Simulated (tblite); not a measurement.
C₂H₂FN₃.
SMILES: `FC1=CN=NN1`

Computed with GFN2-xTB (tblite): harmonic, unscaled wavenumbers at the GFN2-xTB geometry, gas phase. Against measured fundamentals such values can be off by several per cent, at times by over 20.

Harmonic wavenumbers (cm⁻¹): 302.3, 370.4, 614.3, 650.6, 657.4, 696.8, 817.5, 938.8, 1028.2, 1048.0, 1084.6, 1208.1, 1292.3, 1362.8, 1409.1, 1572.9, 3215.1, 3448.1.

A = 9987, B = 3675, C = 2686 MHz; mass 87.023 u (most abundant isotopes); point group Cs, symmetry number 1.

Zero-point energy?

Half the sum of the wavenumbers: 10859 cm⁻¹ = 129.90 kJ/mol.

Give the ideal-gas entropy at 298.15 K and 1 bar in the rigid-rotor, harmonic-oscillator model (classical rotation).

Translation 164.56, rotation 107.08, vibration 19.26: S = 290.9 J/(mol K).

And Cp and H(298.15 K) − H(0)?

Cp = 73.22 J/(mol K), of which vibrations give 39.96 (their classical limit is 18 R = 149.7); H(298.15 K) − H(0) = 13.97 kJ/mol without the zero-point energy, 4.06 from vibrations.

What must be added to the electronic energy to get the Gibbs energy at 298.15 K and 1 bar?

ZPE + [H(298.15 K) − H(0)] − T·S = 129.90 + 13.97 − 86.73 = 57.14 kJ/mol.

Which modes carry the vibrational entropy at 298.15 K?

302.3 cm⁻¹: 5.87; 370.4 cm⁻¹: 4.51; 614.3 cm⁻¹: 1.78; 650.6 cm⁻¹: 1.55; 657.4 cm⁻¹: 1.51; 696.8 cm⁻¹: 1.30 J/(mol K); the other 12 give 2.74 together.

How do the functions run with temperature in this model?

| T (K) | S (J/(mol K)) | Cp (J/(mol K)) | H − H(0) (kJ/mol) | G − H(0) (kJ/mol) | ln q(vib) |
| --- | --- | --- | --- | --- | --- |
| 100 | 236.2 | 36.8 | 3.40 | -20.22 | 0.02 |
| 200 | 266.1 | 52.8 | 7.80 | -45.41 | 0.24 |
| 300 | 291.4 | 73.6 | 14.11 | -73.30 | 0.69 |
| 500 | 337.9 | 109.1 | 32.62 | -136.31 | 2.05 |
| 800 | 396.4 | 138.5 | 70.31 | -246.78 | 4.48 |
| 1000 | 428.5 | 149.3 | 99.16 | -329.35 | 6.10 |

q(vib) and H(0) count from the zero-point level.
